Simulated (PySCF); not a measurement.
Molecule: `C(=C)P(C)C`, C$_{4}$H$_{9}$P.

Numbering as in the mapped SMILES `[CH2:1]=[CH:2][P:3]([CH3:4])[CH3:5]` (H(Xn): hydrogen on atom n). Ha(C1) is cis to P3; Hb(C1) is trans to P3.

Geometry PBE0-D3(BJ)/def2-SVP throughout; GIAO in PySCF 2.14, gas phase, one conformer, non-relativistic; equivalent atoms averaged; functional PBE0.

(1) How do the absolute shieldings σ depend on the basis set? (ppm; last column core-seconds on 1 thread of an Arm Neoverse V1, shared host)

(2) Which nucleus moves most, in ppm?

(3) Taking the largest basis, def2-TZVP (215 functions), as the yardstick, rank the others by their worst heavy-atom deviation.

Results:

(1) 
```tsv
basis set	functions	C2	C1	C4/C5	P3	H(C2)	Hb(C1)	Ha(C1)	H(C4)/H(C5)	core-s
STO-3G	38	114.7	129.2	221.3	573.7	26.87	27.30	27.62	32.03	2.8
6-31G	67	59.8	82.7	186.2	475.7	25.90	26.57	26.87	31.46	5.2
6-31G*	92	57.4	78.7	181.2	437.3	25.52	26.33	26.62	30.92	6.6
def2-SVP	119	50.1	75.6	180.5	446.4	25.06	25.72	26.07	30.45	8.1
6-311+G(2d,p)	197	34.0	63.9	171.9	364.5	24.75	25.76	26.09	30.47	17
def2-TZVP	215	33.0	62.7	172.2	346.6	24.72	25.72	26.05	30.49	21
```

(2) P3 (phosphorus bonded to 3 C): from 346.6 ppm with def2-TZVP to 573.7 ppm with STO-3G. The smallest spread is 1.57 ppm, at Ha(C1). Proton shifts span only some 12 ppm, so a few tenths of a ppm matter as much there as several ppm in carbon.

(3) 6-311+G(2d,p) 17.9 ppm (197 functions), 6-31G* 90.7 ppm (92 functions), def2-SVP 99.9 ppm (119 functions), 6-31G 129.2 ppm (67 functions), STO-3G 227.1 ppm (38 functions).

A small basis that lands close on one nucleus may do so by chance; judge by the trend and by all nuclei.
